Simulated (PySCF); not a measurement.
**One shape, several levels: C2H3FOS (SMILES FC1(S)CO1)**

Aim: a comparison of 6 runs (HF/def2-SVP, B3LYP/6-31G*, r2SCAN/6-31G**, PBE/6-311G**, TPSSh/pcseg-2, CCSD(T)/6-31G**) of C2H3FOS. Input form: a Python script.

The results are computed with PySCF 2.14.0.

### Step 1. The molecule

The species is C2H3FOS (8 atoms), meant as a singlet with charge 0. As SMILES, `FC1(S)CO1`. The coordinates come from a PBE0-D4/def2-TZVP relaxation. This is one conformer, not always the lowest.

Bond lengths: F1–C2 1.352 Å, C2–S3 1.777 Å, C2–C4 1.452 Å, C2–O5 1.375 Å, C4–O5 1.439 Å, S3–H6 1.344 Å, C4–H7 1.086 Å, C4–H8 1.086 Å. Some angles: F1–C2–S3 112.9°, F1–C2–C4 118.2°, F1–C2–O5 113.4°, S3–C2–C4 121.6°, S3–C2–O5 120.1°, C4–C2–O5 61.1°, C2–C4–O5 56.8°, C2–O5–C4 62.1°, C2–S3–H6 94.7°, C2–C4–H7 117.7°.

### Step 2. Energy and gradient at HF/def2-SVP (run 1)

input.py reads:

```python
from pyscf import gto

mol = gto.M(
    atom=[
    ('F', (-0.740300, -0.454500, -1.445200)),
    ('C', (-0.208800, 0.042400, -0.305100)),
    ('S', (-0.082600, 1.815100, -0.315900)),
    ('C', (0.734600, -0.782400, 0.428900)),
    ('O', (-0.637800, -0.610600, 0.826100)),
    ('H', (-1.410400, 2.020600, -0.356000)),
    ('H', (0.970000, -1.762200, 0.024900)),
    ('H', (1.467600, -0.325500, 1.086700)),
],
    spin=0,
    max_memory=1860,
    basis='def2-svp',
    verbose=4,
)

calc0 = mol.RHF()
calc0.conv_tol = 1e-10
calc0.kernel()
if not calc0.converged:
    calc0 = calc0.newton().run(calc0.mo_coeff, calc0.mo_occ)

etot = calc0.e_tot
print(f'total energy: {etot:.8f} hartree')
grad = calc0.nuc_grad_method().kernel()
dip = calc0.dip_moment()
pop, q = calc0.mulliken_pop()
```

Command:

```sh
$ OMP_NUM_THREADS=1 python input.py
```

The program printed:

```text
PySCF version 2.14.0

[... 66 lines left out ...]
converged SCF energy = -648.928174552579
total energy: -648.92817455 hartree
[... 11 lines left out ...]
Dipole moment(X, Y, Z, Debye):  1.51843,  0.33626,  0.27820
[... 98 lines left out ...]
charge of    7H =      0.07624
```

Run time: 16 s. Hardware: 1 thread of Intel Xeon at 2.50GHz (Skylake/Cascade Lake), shared host; peak memory 0.18 GiB.

### Step 3. Energy and forces at B3LYP/6-31G(d) (Cartesian functions) (run 2)

input.py reads:

```python
import pyscf.grad
from pyscf import gto, dft

system = gto.Mole()
system.atom = [
    ('F', (-0.740300, -0.454500, -1.445200)),
    ('C', (-0.208800, 0.042400, -0.305100)),
    ('S', (-0.082600, 1.815100, -0.315900)),
    ('C', (0.734600, -0.782400, 0.428900)),
    ('O', (-0.637800, -0.610600, 0.826100)),
    ('H', (-1.410400, 2.020600, -0.356000)),
    ('H', (0.970000, -1.762200, 0.024900)),
    ('H', (1.467600, -0.325500, 1.086700)),
]
system.max_memory = 1860
system.cart = True
system.charge = 0
system.verbose = 3
system.basis = '6-31g*'
system.build()

calc0 = dft.RKS(system, xc='b3lyp')
calc0.grids.level = 5
calc0.conv_tol = 1e-10
calc0.kernel()
if not calc0.converged:
    calc0 = calc0.newton().run(calc0.mo_coeff, calc0.mo_occ)

energy = calc0.e_tot
print('E = %.10f Eh' % energy)
grad = calc0.Gradients().kernel()
calc0.analyze()
```

Command:

```sh
$ OMP_NUM_THREADS=1 python input.py
```

The program printed:

```text
converged SCF energy = -651.208885983691
[... 19 lines left out ...]
MO #10  energy= -1.23476169131273  occ= 2
[... 14 lines left out ...]
MO #25  energy= 0.0086956233397828 occ= 0
[... 14 lines left out ...]
MO #40  energy= 0.568776970651906  occ= 0
[... 14 lines left out ...]
MO #55  energy= 1.15732460042308   occ= 0
[... 14 lines left out ...]
MO #70  energy= 2.12778108795112   occ= 0
[... 14 lines left out ...]
MO #85  energy= 4.70309405264967   occ= 0
[... 9 lines left out ...]
Dipole moment(X, Y, Z, Debye):  1.00208, -0.00989,  0.18234
```

It took 63 s on 1 thread of Intel Xeon at 2.50GHz (Skylake/Cascade Lake), shared host; peak memory 0.83 GiB.

Runs 3 to 4 aren't shown in full; the table further down has their settings and results.

### Step 4. Energy and gradient at TPSSh/pcseg-2 (run 5)

calc.py reads:

```python
# FC1(S)CO1
from pyscf import gto, dft

mol = gto.Mole()
mol.atom = [
    ('F', (-0.740300, -0.454500, -1.445200)),
    ('C', (-0.208800, 0.042400, -0.305100)),
    ('S', (-0.082600, 1.815100, -0.315900)),
    ('C', (0.734600, -0.782400, 0.428900)),
    ('O', (-0.637800, -0.610600, 0.826100)),
    ('H', (-1.410400, 2.020600, -0.356000)),
    ('H', (0.970000, -1.762200, 0.024900)),
    ('H', (1.467600, -0.325500, 1.086700)),
]
mol.verbose = 4
mol.max_memory = 1860
mol.basis = 'pcseg-2'
mol.spin = 0
mol.charge = 0
mol.build()

myscf = dft.RKS(mol, xc='tpssh')
myscf.conv_tol = 1e-10
myscf.grids.level = 5
myscf.kernel()
if not myscf.converged:
    myscf = myscf.newton().run(myscf.mo_coeff, myscf.mo_occ)

energy = myscf.e_tot
print(f'total energy: {energy:.8f} hartree')
grad = myscf.nuc_grad_method().kernel()
dip = myscf.dip_moment()
pop, q = myscf.mulliken_pop()
```

Command:

```sh
$ OMP_NUM_THREADS=1 python calc.py
```

The program printed:

```text
PySCF version 2.14.0

[... 79 lines left out ...]
converged SCF energy = -651.365379444044
total energy: -651.36537944 hartree
[... 12 lines left out ...]
Dipole moment(X, Y, Z, Debye):  1.20696,  0.05125,  0.37822
[... 205 lines left out ...]
charge of    7H =      0.06726
```

Run time: 8.3 min. Hardware: 1 thread of Intel Xeon at 2.50GHz (Skylake/Cascade Lake), shared host; peak memory 3 GiB.

### Step 5. The energy at CCSD(T)/6-31G(d,p) (spherical functions) (run 6)

input.py reads:

```python
# FC1(S)CO1
from pyscf import gto, cc

mol = gto.Mole()
mol.atom = '''
F       -0.740300      -0.454500      -1.445200
C       -0.208800       0.042400      -0.305100
S       -0.082600       1.815100      -0.315900
C        0.734600      -0.782400       0.428900
O       -0.637800      -0.610600       0.826100
H       -1.410400       2.020600      -0.356000
H        0.970000      -1.762200       0.024900
H        1.467600      -0.325500       1.086700
'''
mol.max_memory = 1860
mol.verbose = 3
mol.basis = '6-31g**'
mol.spin = 0
mol.build()

mf = mol.RHF()
mf.conv_tol = 1e-10
mf.kernel()
if not mf.converged:
    mf = mf.newton().run(mf.mo_coeff, mf.mo_occ)

mycc = cc.CCSD(mf, frozen=9)
mycc.kernel()
e_t = mycc.ccsd_t()
etot = mycc.e_tot + e_t
print('E(%s) = %.9f' % ('CCSD(T)', etot))
mf.analyze()
```

Command:

```sh
$ OMP_NUM_THREADS=1 python input.py
```

The program printed:

```text
converged SCF energy = -649.235067481503
[... 17 lines left out ...]
MO #14  energy= -0.853190792373416 occ= 2
[... 14 lines left out ...]
MO #29  energy= 0.287723855170337  occ= 0
[... 14 lines left out ...]
MO #44  energy= 0.993019491523769  occ= 0
[... 14 lines left out ...]
MO #59  energy= 1.69788426947748   occ= 0
[... 14 lines left out ...]
MO #74  energy= 2.49316324617387   occ= 0
[... 14 lines left out ...]
MO #89  energy= 3.81746144144064   occ= 0
[... 9 lines left out ...]
Dipole moment(X, Y, Z, Debye):  1.47695,  0.21306,  0.20903
```

Wall time 55 s (1 thread of Intel Xeon at 2.50GHz (Skylake/Cascade Lake), shared host); peak memory 0.49 GiB.

### Step 6. Overview of the runs

```
run                                  level  Cartesian functions  integration grid  energy (Eh)  dipole moment (D) of the reference  HOMO energy (eV)  LUMO energy (eV)  wall time
  1                            HF/def2-SVP                   no                 –  -648.928175                                1.58            -10.77              4.31       16 s
  2     B3LYP/6-31G* (Cartesian functions)                  yes                 5  -651.208886                                1.02             -7.23              0.24       63 s
  3   r2SCAN/6-31G** (spherical functions)                   no                 5  -651.048165                                0.96             -6.49             -0.31       99 s
  4                           PBE/6-311G**                   no                 5  -650.861436                                1.01             -6.29             -0.76       93 s
  5                          TPSSh/pcseg-2                   no                 5  -651.365379                                1.27             -7.02             -0.41    8.3 min
  6  CCSD(T)/6-31G** (spherical functions)                   no                 –  -650.028647                                1.51            -10.73              4.22       55 s
```

### Step 7. Outcome

```
                                          quantity          value
                               run 6: total energy  -650.02865 Eh
       run 6: dipole moment (Hartree–Fock density)         1.51 D
        run 6: HOMO energy (Hartree–Fock orbitals)      -10.73 eV
        run 6: LUMO energy (Hartree–Fock orbitals)        4.22 eV
      run 6: HOMO–LUMO gap (Hartree–Fock orbitals)       14.95 eV
run 6: correlation energy (9 core orbitals frozen)     -793.6 mEh
                             run 6: (T) correction     -23.16 mEh
                              run 6: T1 diagnostic          0.012
```

Over runs 1, 2, 3, 4, 5 the dipole moment (its size) runs from 0.96 D (r2SCAN/6-31G**) to 1.58 D (HF/def2-SVP). The two ends differ in method and basis. Over runs 1, 2, 3, 4, 5 the HOMO–LUMO gap runs from 5.53 eV (PBE/6-311G**) to 15.08 eV (HF/def2-SVP). Totals of different functionals can't be ranked against each other. All runs together took 14 min, the longest 8.3 min.
